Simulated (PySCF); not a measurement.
# C2H3ClF2 (1-chloro-1,1-difluoroethane) at 6 levels

Aim: a comparison of 6 runs (CAM-B3LYP/cc-pVDZ, M06-2X/cc-pVDZ, TPSS/cc-pVDZ, wB97M-V/cc-pVDZ, wB97X/cc-pVDZ, CCSD(T)/cc-pVDZ) of C2H3ClF2 (1-chloro-1,1-difluoroethane). The job is set up through a Python script.

The results are computed with PySCF 2.14.0.

2 further runs of the same task are left out: 2 set aside as unsound or not needed.

## 1. The structure to begin with

The species is C2H3ClF2 (8 atoms), meant as a singlet with charge 0. SMILES: `CC(F)(F)Cl`. The coordinates come from a PBE0-D4/def2-TZVP relaxation.

Bond lengths: C1–C2 1.499 Å, C2–F3 1.343 Å, C2–F4 1.343 Å, C2–Cl5 1.781 Å, C1–H6 1.088 Å, C1–H7 1.091 Å, C1–H8 1.088 Å. Some angles: C1–C2–F3 111.0°, C1–C2–F4 111.0°, C1–C2–Cl5 112.0°, F3–C2–F4 106.8°, F3–C2–Cl5 107.9°, F4–C2–Cl5 107.9°, C2–C1–H6 109.7°, C2–C1–H7 108.3°, C2–C1–H8 109.7°, H6–C1–H7 109.7°.

## 2. A single-point energy at CAM-B3LYP/cc-pVDZ (run 1)

Contents of job.py:

```python
# CC(F)(F)Cl
from pyscf import gto, dft

molecule = gto.Mole()
molecule.atom = '''
C   -0.591960  -0.305640   0.477310
C    0.524930   0.179790  -0.395910
F    1.713900   0.014330   0.206290
F    0.571970  -0.511300  -1.546500
Cl   0.352900   1.905700  -0.801400
H   -0.600880   0.257090   1.409000
H   -0.428120  -1.363800   0.687730
H   -1.542750  -0.176190  -0.036530
'''
molecule.max_memory = 1860
molecule.spin = 0
molecule.basis = 'cc-pvdz'
molecule.verbose = 3
molecule.build()

mf = dft.RKS(molecule)
mf.xc = 'cam-b3lyp'
mf.grids.level = 5
mf.conv_tol = 1e-10
mf.kernel()
if not mf.converged:
    mf = mf.newton().run(mf.mo_coeff, mf.mo_occ)

energy = mf.e_tot
print('E(%s) = %.9f' % ('CAM-B3LYP', energy))
```

Launch:

```sh
$ OMP_NUM_THREADS=1 python job.py
```

The log of the run:

```text
converged SCF energy = -737.84731433619
E(CAM-B3LYP) = -737.847314336
```

Wall time 55 s (1 thread of Intel Xeon at 2.70GHz, shared host); peak memory 0.46 GiB.

## 3. The energy at M06-2X/cc-pVDZ (run 2)

Contents of input.py:

```python
from pyscf import gto, dft

mol = gto.M(
    atom='''
C     -0.591960    -0.305640     0.477310
C      0.524930     0.179790    -0.395910
F      1.713900     0.014330     0.206290
F      0.571970    -0.511300    -1.546500
Cl     0.352900     1.905700    -0.801400
H     -0.600880     0.257090     1.409000
H     -0.428120    -1.363800     0.687730
H     -1.542750    -0.176190    -0.036530
''',
    max_memory=1860,
    basis='cc-pvdz',
    spin=0,
    verbose=4,
)

mf = dft.RKS(mol, xc='m06-2x')
mf.conv_tol = 1e-10
mf.grids.level = 5
mf.kernel()
if not mf.converged:
    mf = mf.newton().run(mf.mo_coeff, mf.mo_occ)

e_tot = mf.e_tot
print(f'total energy: {e_tot:.8f} hartree')
```

Launch:

```sh
$ OMP_NUM_THREADS=1 python input.py
```

The log of the run:

```text
PySCF version 2.14.0

[... 79 lines left out ...]
converged SCF energy = -737.809873261244
total energy: -737.80987326 hartree
```

Run time: 47 s. Hardware: 1 thread of Intel Xeon at 2.70GHz, shared host; peak memory 0.47 GiB.

Runs 3 to 5 aren't shown in full; the table further down has their settings and results.

## 4. A single-point energy at CCSD(T)/cc-pVDZ (run 6)

Contents of run.py:

```python
from pyscf import gto, cc

mol = gto.M(
    atom='''
C     -1.118642    -0.577576     0.901985
C      0.991974     0.339754    -0.748161
F      3.238802     0.027080     0.389832
F      1.080867    -0.966217    -2.922461
Cl     0.666884     3.601251    -1.514427
H     -1.135499     0.485830     2.662624
H     -0.809030    -2.577208     1.299621
H     -2.915375    -0.332951    -0.069032
''',
    basis='cc-pvdz',
    spin=0,
    verbose=3,
    unit='bohr',
    max_memory=1860,
)

myscf = mol.RHF()
myscf.conv_tol = 1e-10
myscf.kernel()
if not myscf.converged:
    myscf = myscf.newton().run(myscf.mo_coeff, myscf.mo_occ)

mycc = cc.CCSD(myscf, frozen=9)
mycc.kernel()
e_t = mycc.ccsd_t()
energy = mycc.e_tot + e_t
print('Final energy', energy)
```

Launch:

```sh
$ OMP_NUM_THREADS=1 python run.py
```

The log of the run:

```text
converged SCF energy = -735.881147658954
E(CCSD) = -736.7012608830017  E_corr = -0.8201132240475557
CCSD(T) correction = -0.019283351743204
Final energy -736.7205442347449
```

It took 49 s on 1 thread of Intel Xeon at 2.70GHz, shared host; peak memory 0.5 GiB.

## 5. The series

```
run              level  nlc grid  integration grid  energy (Eh)  dipole moment (D) of the reference  HOMO energy (eV)  LUMO energy (eV)  wall time
  1  CAM-B3LYP/cc-pVDZ         –                 5  -737.847314                                2.12            -10.54              2.17       55 s
  2     M06-2X/cc-pVDZ         –                 5  -737.809873                                2.20            -10.52              1.99       47 s
  3       TPSS/cc-pVDZ         –                 5  -737.973931                                2.06             -7.74             -0.04       47 s
  4    wB97M-V/cc-pVDZ         1                 5  -737.819489                                2.11            -11.46              3.22    2.4 min
  5      wB97X/cc-pVDZ         –                 5  -737.863089                                2.17            -11.67              3.27       54 s
  6    CCSD(T)/cc-pVDZ         –                 –  -736.720544                                2.43            -12.78              5.10       49 s
```

## 6. Summary of results

| quantity | value |
| --- | --- |
| run 6: total energy | -736.72054 Eh |
| run 6: dipole moment (Hartree–Fock density) | 2.43 D |
| run 6: HOMO energy (Hartree–Fock orbitals) | -12.78 eV |
| run 6: LUMO energy (Hartree–Fock orbitals) | 5.10 eV |
| run 6: HOMO–LUMO gap (Hartree–Fock orbitals) | 17.87 eV |
| run 6: correlation energy (9 core orbitals frozen) | -839.4 mEh |
| run 6: (T) correction | -19.28 mEh |
| run 6: T1 diagnostic | 0.010 |

What this shows: Over runs 1, 2, 3, 4, 5 the dipole moment (its size) runs from 2.06 D (TPSS/cc-pVDZ) to 2.20 D (M06-2X/cc-pVDZ). Over runs 1, 2, 3, 4, 5 the HOMO–LUMO gap runs from 7.70 eV (TPSS/cc-pVDZ) to 14.94 eV (wB97X/cc-pVDZ). Totals of different functionals can't be ranked against each other. All runs together took 6.6 min, the longest 2.4 min.
